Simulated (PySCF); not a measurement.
## Towards the basis-set limit for AlN

State: ³Π, triplet, unpaired electrons σ ↑, π ↑. De refers to Al + N. ROHF-based CCSD(T) in PySCF 2.14 with Al cc-pV(T+d)Z, N cc-pVTZ and Al cc-pV(Q+d)Z, N cc-pVQZ (frozen core orbitals: 6; no relativity). Correlation energies are extrapolated as n⁻³ (n = 3, 4), Hartree–Fock as (n+1)·exp(−9√n). CV is the change on freezing 1 orbitals instead, in Al cc-pwCVTZ, N cc-pwCVTZ. SR is the spin-free X2C energy in Al cc-pVTZ-DK, N cc-pVTZ-DK less the non-relativistic one in Al cc-pVTZ, N cc-pVTZ.

| Level | Re (Å) | ωe (cm⁻¹) | ωexe (cm⁻¹) | αe (cm⁻¹) | De (eV) |
| --- | --- | --- | --- | --- | --- |
| CCSD(T)/TZ | 1.8036 | 742.9 | 5.25 | 0.00562 | 2.248 |
| CCSD(T)/QZ | 1.7991 | 750.1 | 5.38 | 0.00565 | 2.420 |
| HF/CBS | 1.8165 | 723.3 | 4.75 | 0.00533 | 0.571 |
| MP2/CBS | 1.8163 | 727.3 | 4.61 | 0.00524 | 2.256 |
| CCSD/CBS | 1.7963 | 753.7 | 5.16 | 0.00556 | 2.307 |
| CCSD(T)/CBS | 1.7965 | 754.5 | 5.37 | 0.00564 | 2.521 |
| CCSD(T)/CBS+CV | 1.7904 | 756.5 | 5.40 | 0.00571 | 2.536 |
| CCSD(T)/CBS+CV+SR | 1.7902 | 755.2 | 5.40 | 0.00572 | 2.529 |

How much is left between CCSD(T)/QZ and the basis-set limit, and how much do the triples give at the limit?

CCSD(T)/CBS less CCSD(T)/QZ: -2.6 mÅ in Re, +4.4 cm⁻¹ in ωe and +0.101 eV in De. CCSD(T)/CBS less CCSD/CBS: +0.2 mÅ in Re, +0.8 cm⁻¹ in ωe and +0.214 eV in De.

What do the later terms add?

CV: -6.1 mÅ in Re, +2.0 cm⁻¹ in ωe and +0.015 eV in De; SR: -0.2 mÅ in Re, -1.3 cm⁻¹ in ωe and -0.007 eV in De, each against the row above.

The T1 diagnostic is 0.075, large enough to doubt a single reference. The state was picked by a PBE0 search and need not be the measured ground state. Spin–orbit coupling, excitations beyond (T) and corrections to the Born–Oppenheimer picture are left out.

The whole job (state search and all basis sets along the bond) took about 19 min on 4 threads of Arm Neoverse V2 (shared host), peak memory 9.3 GiB.
